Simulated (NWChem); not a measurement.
# PO2 (SMILES [O]P=O): RO-r2SCANh/jorge-DZP (esp resp)

What is the energy change on altering one bond length of PO2 at RO-r2SCANh/jorge-DZP (esp resp)? 

The calculation is run with NWChem 7.3.0.

1 further run of the same task is left out (it didn't finish).

### Step 1. Starting point

PO2: 3 atoms, total charge 0, spin state doublet. SMILES: `[O]P=O`. The coordinates come from a GFN2-xTB relaxation.

Bond lengths: O1–P2 1.464 Å, P2–O3 1.464 Å. Angles: O1–P2–O3 123.4°.

### Step 2. A single-point energy at RO-r2SCANh/jorge-DZP (esp resp)

o2p.nw reads:

```
start o2p
title "O2P r2SCANh"
memory stack 880 mb heap 220 mb global 1100 mb
charge 0

geometry units angstroms noautoz
  O     0.331710    1.226310    0.317670
  P    -0.403940    0.077030   -0.212130
  O     0.072230   -1.303340   -0.105540
end

basis spherical bse
  * library jorge-DZP
end

dft
  xc hyb_mgga_xc_r2scanh
  mult 2
  rodft
  cgmin
  grid medium
  convergence energy 1e-07
  iterations 200
  mulliken
  noprint "final vectors analysis"
end

esp
  restrain
  range 0.4
  spacing 0.035
  recalculate
end

task dft
task esp
```

Started as:

```bash
$ nwchem o2p.nw > o2p.out
```

The program printed:

```text
[...]
 Group name             C2v
[...]
          Wavefunction type:  restricted open shell.
          No. of atoms     :     3
          No. of electrons :    31
[...]
          Charge           :     0
          Spin multiplicity:     2
[...]
          AO basis - number of functions:    54
[...]
              XC Information
              --------------
          Using LibXC version      7.1.2
                     Hartree-Fock (Exact) Exchange  0.100
                               hyb_mgga_xc_r2scanh  1.000
[...]
         Total DFT energy =     -491.687850333005
      One electron energy =     -876.787731765233
           Coulomb energy =      321.661337736895
    Exchange-Corr. energy =      -36.453020869420
 Nuclear repulsion energy =       99.891564564753
[...]
 Dipole moment                                  0.880829    0.880247    0.880247
 Quadrupole moment Qxx                         -7.968793   -7.963528   -7.963528
                   Qyy                          3.984396    3.981764    3.981764
                   Qzz                          3.984396    3.981764    3.981764
[...]
```

Run time: 3 s. Hardware: 1 thread of AMD EPYC 9R45 (Zen 5), shared host; peak memory 0.11 GiB.

### Step 3. The distorted shape, same level

o2p.xyz reads:

```xyz
3

O      0.379327     1.088273     0.328329
P     -0.356323    -0.061007    -0.201471
O      0.072230    -1.303340    -0.105540
```

o2p.nw reads:

```
start o2p
memory total 2200 mb

geometry noautoz
   load o2p.xyz
end

basis "ao basis" spherical bse
   * library jorge-DZP
end

dft
   xc hyb_mgga_xc_r2scanh
   mult 2
   rodft
   cgmin
   grid medium
   convergence energy 1e-07
   maxiter 200
   mulliken
   print medium
end

esp
   restrain
   range 0.4
   spacing 0.035
   recalculate
end

task dft energy
task esp
```

Started as:

```bash
$ nwchem o2p.nw > o2p.out
```

The program printed:

```text
[...]
 Group name             Cs
[...]
          Wavefunction type:  restricted open shell.
          No. of atoms     :     3
          No. of electrons :    31
[...]
          Charge           :     0
          Spin multiplicity:     2
[...]
          AO basis - number of functions:    54
[...]
              XC Information
              --------------
          Using LibXC version      7.1.2
                     Hartree-Fock (Exact) Exchange  0.100
                               hyb_mgga_xc_r2scanh  1.000
[...]
         Total DFT energy =     -491.638172252364
      One electron energy =     -887.662926651629
           Coulomb energy =      327.205133004367
    Exchange-Corr. energy =      -36.577145163036
 Nuclear repulsion energy =      105.396766557933
[...]
 Dipole moment                                  0.877308    0.876714    0.876714
 Quadrupole moment Qxx                          3.644971    3.642362    3.642362
                   Qyy                         -7.294669   -7.289437   -7.289437
                   Qzz                          3.649699    3.647075    3.647075
[...]
```

Wall time 4.8 s (1 thread of AMD EPYC 9R45 (Zen 5), shared host); peak memory 0.11 GiB.

### Step 4. Outcome

At RO-r2SCANh/jorge-DZP (esp resp):

| quantity | value |
| --- | --- |
| first shape: total energy | -491.68785 Eh |
| distorted shape: total energy | -491.63817 Eh |
| energy change with the P2–O3 bond shortened from 1.464 to 1.318 Å | 1.352 eV |

**Reading.** With the P2–O3 bond shortened from 1.464 to 1.318 Å the energy rises by 1.35 eV (130 kJ/mol). The first shape isn't relaxed at this level, so the change isn't measured from a minimum.
